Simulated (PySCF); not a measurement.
Identify the unknown among the candidates.

All candidates are C3H6OS.

* Polarisability: 61.0 au [wB97X-D/def2-SVPD]
* UV, strongest line: among the 10 lowest singlet transitions: S4 at 7.02 eV (177 nm, f = 0.117) [TDDFT wB97X-D/def2-SVPD]
* NMR, other nuclei: isotropic shieldings of nuclei other than C and H, by class: 274 (1 O), 683 (1 S) ppm [GIAO PBE0/pcSseg-1]
* Triplet: lowest triplet excitation (Tamm–Dancoff): 4.63 eV [TDA wB97X-D/def2-SVPD]
* UV, first state: lowest singlet excitation: 5.01 eV (248 nm, f = 0.000) [TDDFT wB97X-D/def2-SVPD]
* Rotational structure: rotational constants A, B, C: 8.638, 2.917, 2.376 GHz [PBE0-D3(BJ)/def2-SVP]
* 13C NMR: chemical shifts (computed TMS as zero) by class: 75.8 (1 C), 59.0 (1 C), 28.6 (1 C) ppm [GIAO PBE0/pcSseg-1]
* 1H NMR: chemical shifts (computed TMS as zero) by class: 4.63 (1 H), 3.28 (3 H), 2.45 (1 H), 2.36 (1 H) ppm [GIAO PBE0/pcSseg-1]
* Dipole: 1.67 D [wB97X-D/def2-SVPD]

Gas-phase values; electronic properties from PySCF, density fitting. Levels stand in brackets. Isolated species at its PBE0-D3(BJ)/def2-SVP geometry (one conformer only). NMR values are class means; diastereotopic atoms form classes of their own.

Question: Which candidate is it?
A. `CO[C@H]1CS1`
B. `O=S1CCC1`
C. `COCC=S`

Answer: A. It is `CO[C@H]1CS1`. Numbering: `[CH3:1][O:2][C@H:3]1[CH2:4][S:5]1`. Its formula, C3H6OS, gives 1 degree of unsaturation: 1 ring and 0 π bonds in the structure found. 3 carbons fall into 3 classes; from least to most shielded: ring sp3 carbon bound to oxygen [C3] (75.8 ppm), methoxy carbon [C1] (59.0 ppm), ring sp3 carbon bound to sulfur [C4] (28.6 ppm). Hydrogen classes from least to most shielded: 1 H on an sp3 carbon bound to oxygen, C3 (4.63 ppm), 3 H on a methoxy carbon, C1 (3.28 ppm), 1 H on an sp3 carbon bound to sulfur, C4 (2.45 ppm), 1 H on an sp3 carbon bound to sulfur, C4 (2.36 ppm). The other shieldings belong to: 274 ppm, ether oxygen [O2]; 683 ppm, sulfide sulfur [S5]. The optimised geometry has point group C1 and is an asymmetric top.

The others, at the same levels:
- `COCC=S` fails: its computed 13C shifts are 271.4 (1 C), 90.4 (1 C), 58.4 (1 C) ppm, 1H shifts are 11.38 (1 H), 4.28 (2 H), 3.39 (3 H) ppm and lowest singlet excitation is 2.44 eV (508 nm, f = 0.000) (against 5.01 eV).
- `O=S1CCC1` fails: its computed lowest singlet excitation is 5.50 eV (226 nm, f = 0.024) (against 5.01 eV), strongest line among the 10 lowest singlet transitions is S7 at 7.43 eV (167 nm, f = 0.087) (against S4 at 7.02 eV) and static isotropic polarisability is 58.9 au (against 61.0 au).

Each candidate is one conformer, not necessarily the lowest. The conformers computed, where there is a choice (atom-mapped SMILES and torsion angles):
- `[CH3:1][O:2][C@H:3]1[CH2:4][S:5]1`: C1–O2–C3–C4 -153°
- `[CH3:1][O:2][CH2:3][CH:4]=[S:5]`: C1–O2–C3–C4 -179°, O2–C3–C4–S5 -178°
